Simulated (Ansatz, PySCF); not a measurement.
Molecule: propane, C$_{3}$H$_{8}$, net charge 0, singlet state. SMILES: CCC
Geometry: optimised at B3LYP-D3(BJ)/def2-TZVP (Ansatz, a quantum-chemistry and plane-wave program).


Wanted: enthalpy of formation at 298 K (from the atomisation energy, B3LYP-D3(BJ)/def2-TZVP harmonic zero-point and thermal terms from PySCF, and the atoms' enthalpies of formation in the G2/97 table; no spin-orbit terms, and no core term in the frozen-core levels), in kcal/mol. Correlated levels leave the core frozen unless marked. UHF or UKS for open shells. Spin-orbit coupling is left out. Non-relativistic. The coupled-cluster limit lacks core correlation, which all-electron functionals hold. CBS marks a two-point X^-3 extrapolation of the correlation energy; Hartree-Fock from the larger set. The bracket is a focal-point correction in the basis named.

Measured: -24.9 kcal/mol (Active Thermochemical Tables 1.112 (ions: stationary electron), as tabulated in the package chemicals); it holds spin-orbit and relativistic effects, which these rows lack, and core correlation, which the frozen-core levels lack.

```
level                                                     program  enthalpy of formation at 298 K (kcal/mol)  error against measurement
-------------------------------------------------  --------------  -----------------------------------------  -------------------------
HF/STO-3G                                                  Ansatz                                        4.7                       29.6
BLYP/def2-TZVPD                                            Ansatz                                       -9.6                       15.3
B97M-V/def2-TZVPD                                          Ansatz                                      -23.2                        1.7
PBE0-D4/def2-TZVPD                                 Ansatz + dftd4                                      -27.0                       -2.1
PBE-QIDH/def2-TZVPD                                        Ansatz                                      -16.9                        8.0
CCSD(T)/6-31G*                                             Ansatz                                       58.6                       83.5
RI-MP2/CBS(cc-pVTZ,cc-pVQZ)+[CCSD(T)-MP2]/cc-pVTZ          Ansatz                                      -24.7                        0.2
```

Nearest to the measured value here: RI-MP2/CBS(cc-pVTZ,cc-pVQZ)+[CCSD(T)-MP2]/cc-pVTZ; farthest: CCSD(T)/6-31G*.
